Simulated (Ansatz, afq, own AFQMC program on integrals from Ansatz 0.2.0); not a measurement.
AFQMC on a folder of integrals that Ansatz 0.2.0 wrote.

```yaml
crystal:
  periodic: [false, false, false]
  atoms:
    - {symbol: Ge, position_ang: [0.000000, 0.013397, 0.343250]}
    - {symbol: O, position_ang: [0.000000, -0.107250, -1.438746]}
    - {symbol: H, position_ang: [0.000000, 0.736912, -1.899543]}
basis:
  gaussian: {orbitals: cc-pVDZ}
magnetization: {spin_polarized: true, initial_magnetization: 1}
correlation: {method: ccsd_t, electrons: outside_noble_gas, hamiltonian_folder: ham}
```

```sh
$ ansatz run in.yaml --threads 1 --pin off --events-out ev --progress --plain --max-ram 1382MiB
```

afq runs on the folder ham with

```
--method phaseless --trial cisd --walkers 60 --populations 1 --least-time 40 --time-step 0.005 --steps-per-block 50 --equilibration-blocks 28 --max-blocks 300 --target-error 0.0004 --factor-cut 1e-05 --start spin_pure --seed 3155 --release-times 0.24,0.51,0.99,1.62,2.4 --release-step 0.03 --release-every 4 --taylor-order 6
```

Times are imaginary, in 1/Eh. The walk had a cap of 774 s. Filled inner d shells are frozen with the cores.

Output of the walk:

```
orbitals 31  electrons 6 5  factors 232 of 501
reference energy -2150.77343019 Eh
CCSD correlation -0.26727100 Eh in 12 cycles, weight of the determinant in the CISD state 0.8904
energy of the start -2151.040139 Eh
 block  time / (1/Eh)  mean weight  energy / Eh
     1     0.250  1.0024  -2151.037520
     2     0.500  0.9992  -2151.039134
     3     0.750  1.0009  -2151.044457
     4     1.000  1.0010  -2151.042526
     5     1.250  0.9992  -2151.049555
     7     1.750  0.9994  -2151.042387
     9     2.250  1.0027  -2151.043575
    17     4.250  1.0014  -2151.050524
    33     8.250  1.0016  -2151.051375
    49    12.250  1.0024  -2151.068092
    65    16.250  0.9988  -2151.049968
    81    20.250  0.9999  -2151.047260
    97    24.250  0.9981  -2151.042809
   113    28.250  1.0003  -2151.051191
   121    30.250  0.9977  -2151.038981
   129    32.250  0.9987  -2151.046014
   145    36.250  1.0001  -2151.044874
   161    40.250  1.0001  -2151.048214
   177    44.250  0.9992  -2151.048135
   193    48.250  1.0024  -2151.045458
   209    52.250  1.0006  -2151.052122
   225    56.250  0.9987  -2151.049033
   241    60.250  1.0005  -2151.049305
   257    64.250  0.9984  -2151.041929
   273    68.250  1.0000  -2151.050425
   289    72.250  1.0017  -2151.048030
   305    76.250  1.0019  -2151.046592
   321    80.250  1.0016  -2151.046250
blocks merged  error / Eh  count
     1  0.000399  300
     2  0.000485  150
     4  0.000580  75
     8  0.000740  37
    16  0.000848  18
    32  0.000696  9
released: time / (1/Eh)  energy / Eh  error  mean overlap
  0.24  -2151.049761  0.000639  0.9927
  0.51  -2151.049366  0.000593  0.9991
  0.99  -2151.049413  0.000534  1.0009
  1.62  -2151.049607  0.000634  0.9881
  2.40  -2151.047770  0.000786  1.0284
energy -2151.049325 +/- 0.000848 Eh
(rows thinned)
```

The run passed its tests (sampling time, drift between the halves within three errors, error under three times the target), which doesn't prove that it has relaxed.

Against this walk (error 23.1 meV) on the same determinant: CCSD(T) 43.1 meV higher (within the noise), CCSDT(Q) 1.8 meV higher (within the noise). The error is statistical and leaves out the bias of the constraint. Released to 2.40 1/Eh the energy moves by 42 ± 31 meV (both errors), within twice the noise.

Cautions: constraint bias not in the error; error above the target (23.1 against 10.9 meV); no relativity below Rb; no spin-orbit coupling; inner d shell frozen.

The walk took 3.5 min on 1 thread of Intel(R) Xeon(R) 6975P-C (Granite Rapids), with other jobs on the host. The log's last line is the phaseless energy.

CCSDT and higher add their correlation energy to the determinant of the CCSD(T) run, since their own runs factorise the integrals more tightly (a shift of under 2 meV). A walk keeps the symmetry of its determinant, which the program's search chose and which needn't be the lowest solution, so a lower state of the same spin and another symmetry isn't excluded.
